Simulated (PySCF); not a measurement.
# AlF: relaxation and vibrations of the singlet

Where does singlet AlF go from a linear start, is the end point a minimum, and what are its modes, charges and moments?

Method: PBE, basis Al def2-TZVP, F def2-TZVP, no relativity, density fitting; program: PySCF 2.14.0.

**1. The starting structure**

2 atoms, charge 0, spin multiplicity 1.

Bond lengths: Al1–F2 1.995 Å.

```xyz
2
charge 0 multiplicity 1
Al    0.0000    0.0000    0.0000
F     0.0000    0.0000    1.9950
```

**2. The SCF at the typed geometry**

One driver script runs all steps and calls PySCF; scf.py shows how it sets up the SCF of each step. The optimiser is the driver's own. After this first run the driver tries any further starts and a stability analysis.

The input, scf.py:

```python
from pyscf import gto, scf, dft
mol = gto.M(atom='''
Al     0.000000     0.000000     0.000000
F      0.000000     0.000000     1.995000''',
    basis={'Al': 'def2-TZVP', 'F': 'def2-TZVP'},
    charge=0, spin=0)
mf = dft.RKS(mol, xc='PBE')
mf.grids.atom_grid = (50, 194)
aux = {'Al': 'def2-universal-JKFIT', 'F': 'def2-universal-JKFIT'}
mf = mf.density_fit(auxbasis=aux)
mf.conv_tol = 1e-08
mf.diis_space = 10
mf.max_cycle = 60
mf.init_guess = 'minao'
mf.verbose = 4
mf.kernel()
```

Command:

```
$ OMP_NUM_THREADS=2 python axn.py task.json out
```

After this run come: Relaxing the singlet from the linear start; Frequencies.

What does the calculation give? Wanted: minimum; geometry; wavenumbers; dipole moment; highest occupied, lowest empty level; polar-tensor charge of Al1; zero-point energy; atomisation energy.

The runs gave:

```
                                 quantity            value
                                  minimum     singlet, C∞v
                                 geometry     Al–F 1.685 Å
                       wavenumbers (cm⁻¹)         749 (σ+)
                            dipole moment           1.43 D
     highest occupied, lowest empty level  -6.22, -2.07 eV
               polar-tensor charge of Al1          +0.47 e
                        zero-point energy       4.5 kJ/mol
                      entropy at 298.15 K  215.6 J/(mol K)
atomisation energy (no zero-point energy)       680 kJ/mol
```

In words: The molecule stays C∞v, as typed, and the end point is a minimum. The strongest infrared band lies at 749 cm⁻¹ (σ+, stretch). Only this shape and spin were tried, so other structures or states may lie lower.
